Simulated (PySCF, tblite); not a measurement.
# Complex of water and fluoride

A gas-phase complex of water and fluoride; charge -1, singlet. The structure comes from a short search (6 tight-binding starts) and was relaxed by PBE0-D3(BJ)/def2-TZVPD; another way of binding may lie lower. Frequencies by PBE0-D3(BJ)/def2-TZVPD show no clear imaginary mode.

Parts: 1 = water (O), atoms 1–3; 2 = fluoride ([F-]), atoms 4, charge -1.

| atom | part | x (Å) | y (Å) | z (Å) |
| --- | --- | --- | --- | --- |
| O1 | 1 | 0.075 | -0.541 | -0.146 |
| H2 | 1 | -0.411 | -0.338 | 0.655 |
| H3 | 1 | 0.972 | 0.036 | -0.028 |
| F4 | 2 | 2.076 | 0.782 | 0.176 |

| contact | kind (by geometry) | distance (Å) | angle (°) |
| --- | --- | --- | --- |
| H3···F4 | hydrogen bond | 1.348 | 177 |

Deforming the relaxed parts to their shape here costs 5.8 kcal/mol, which the interaction energies leave out.

Interaction energies are complex less parts, with the parts frozen as they stand in it; counterpoise-corrected, in kcal/mol (PySCF). The CCSD(T) estimate is Hartree-Fock/aug-cc-pVQZ, plus the MP2 correlation part extrapolated as X⁻³ from aug-cc-pVTZ and aug-cc-pVQZ, plus CCSD(T) less MP2 in aug-cc-pVDZ; noble-gas cores are frozen. It isn't the exact limit.

```
                   level  interaction  superposition error removed
Hartree-Fock/aug-cc-pVQZ       -31.57                            -
 wB97M-D3(BJ)/def2-TZVPD       -32.36                        -0.08
  PBE0-D3(BJ)/def2-TZVPD       -34.47                        -0.09
         MP2/aug-cc-pVQZ       -32.76                        -0.80
```

Question: What does CCSD(T) at its estimated basis limit give, and which of these levels comes nearest?

Answer: -32.87 kcal/mol. MP2/aug-cc-pVQZ is nearest, off by +0.11; the errors are Hartree-Fock/aug-cc-pVQZ +1.30, wB97M-D3(BJ)/def2-TZVPD +0.52, PBE0-D3(BJ)/def2-TZVPD -1.60, MP2/aug-cc-pVQZ +0.11.

Question: What holds them together? Decompose the wB97M-D3(BJ)/def2-TZVPD energy: frozen parts, their antisymmetrised product, then relaxation.

Answer: electrostatic -48.8, Pauli repulsion +52.5, orbital relaxation -35.7, dispersion correction -0.5 kcal/mol, which sum to the value before the counterpoise correction; the Pauli term holds the exchange-correlation of the frozen density too. Of the attraction, 57 % is electrostatic, 42 % is orbital relaxation, 1 % is dispersion correction.

The parts were also relaxed and run alone, at the levels used for the complex: vibrations by PBE0-D3(BJ)/def2-TZVPD; shieldings by PBE0/aug-pcSseg-2; core levels by delta-SCF with SCAN, aug-pcX-2 on the ionised atom and aug-pcseg-1 elsewhere, spin-free X2C.

Question: How do these values change when the complex forms?

Answer: 
| property | alone | in the complex | change |
| --- | --- | --- | --- |
| O1–H3 bond (Å) | 0.960 | 1.073 | +0.112 |
| stretch carried by H3 (cm⁻¹, harmonic) | 3849, 3954 | 2035 | -1866 from the mean |
| its infrared intensity (km/mol) | 5, 66 | 2650 |  |
| shielding of H3 (ppm) | 30.88 | 16.10 | -14.78 |
| shielding of F4 (ppm) | 479.9 | 390.1 | -89.8 |
| shielding of O1 (ppm) | 327.8 | 308.0 | -19.8 |
| O1 1s core level (eV) | 539.79 | 531.90 | -7.89 |
| F4 1s core level (eV) | 680.05 | 682.21 | +2.17 |

Density functionals tend to overstate the lengthening and the red shift of so strongly bound an X–H bond.

Question: What are the binding energy from relaxed parts (wB97M-D3(BJ)/def2-TZVPD), and ΔH and ΔG of association at 298.15 K and 1 atm?

Answer: -26.53 kcal/mol, -25.98 with zero-point energy; ΔH -27.2 and ΔG -20.5 kcal/mol, from harmonic vibrations by PBE0-D3(BJ)/def2-TZVPD with low modes damped.
